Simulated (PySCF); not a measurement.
## J couplings in ethene

Molfile (atoms numbered from 1):
```
C2H4
     RDKit          3D

  6  5  0  0  0  0  0  0  0  0999 V2000
    0.6438    0.1326   -0.0483 C   0  0  0  0  0  0  0  0  0  0  0  0
   -0.6427   -0.1323    0.0412 C   0  0  0  0  0  0  0  0  0  0  0  0
    1.0177    1.1431   -0.0770 H   0  0  0  0  0  0  0  0  0  0  0  0
    1.3859   -0.6476   -0.0978 H   0  0  0  0  0  0  0  0  0  0  0  0
   -1.3840    0.6485    0.0902 H   0  0  0  0  0  0  0  0  0  0  0  0
   -1.0175   -1.1423    0.0700 H   0  0  0  0  0  0  0  0  0  0  0  0
  1  2  2  0
  1  3  1  0
  1  4  1  0
  2  5  1  0
  2  6  1  0
M  END
```

Method: B3LYP/pcJ-1//GFN2-xTB, PySCF 2.14.0 with density-fitted response routines; isolated molecule, single conformer, non-relativistic. Couplings are averaged over pairs made equivalent by symmetry, fast rotation or ring inversion, so a value needn't be that of the named pair in this geometry, while other rotamers aren't included; one pair stands for each set, and the list holds those of at least 1.5 Hz over up to four bonds.

Isotopes: 13C, 1H.

```json
{"pair": "C1, C2", "bonds": "1", "J (Hz)": "80.9"}
{"pair": "C1, H3", "bonds": "1", "J (Hz)": "162.7"}
{"pair": "C1, H5", "bonds": "2", "J (Hz)": "-1.5"}
{"pair": "H3, H5", "bonds": "3", "J (Hz)": "?"}
{"pair": "H3, H6", "bonds": "3", "J (Hz)": "?"}
```

**Question.** Estimate the withheld couplings, with signs.

**Answer.** 
- 3J(H3,H5) = 13.1 Hz
- 3J(H3,H6) = 20.3 Hz
